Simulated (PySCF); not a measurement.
## Computed properties of LiH, SMILES [LiH]

LiH, SMILES [LiH]. The structure is a stationary point at PBE0-D3(BJ)/def2-TZVPD. Other conformers were not sampled. All values are computed for the isolated molecule unless a solvent is named; none is compared with measurement here.

**Structure.** The optimised structure has C∞v symmetry. All 1 harmonic modes at PBE0-D3(BJ)/def2-TZVPD (PySCF) are real, so it is a minimum.

**Vibrations.** The strongest infrared lines (harmonic, unscaled, degenerate partners summed) lie at 1416 cm⁻¹ (164 km/mol, H 87 %, Li 13 %). The softest mode is at 1416 cm⁻¹ and the zero-point energy is 2.0 kcal/mol.

**Electronic structure.** HF/def2-TZVPD (PySCF) places the frontier levels at -8.20 and 0.03 eV, a gap of 8.23 eV, and gives a dipole moment of 5.97 D and a mean polarisability of 23.5 bohr³. PBE/def2-TZVPD (PySCF) at the same geometry gives -4.37 and -1.59 eV, so its gap is 5.45 eV narrower. An orbital gap is neither the optical nor the fundamental gap.

**Excitations.** TDA-B3LYP/def2-TZVPD (PySCF) has S1 at 3.32 eV (374 nm, f = 0.082, bright); the most intense of the 10 singlets computed lies at 9.99 eV (f = 0.75). Strengths of degenerate partners are summed. T1 (TDA) is at 2.71 eV, 0.61 eV under S1. TDA-PBE/def2-TZVPD (PySCF) puts S1 at 3.10 eV. No vertical singlet excitation falls in the visible range (under 3.1 eV).

**NMR.** GIAO shifts at HF/pcSseg-2 (PySCF) (non-relativistic, atoms alike by connectivity averaged): ¹H at 5.5 ppm against TMS.
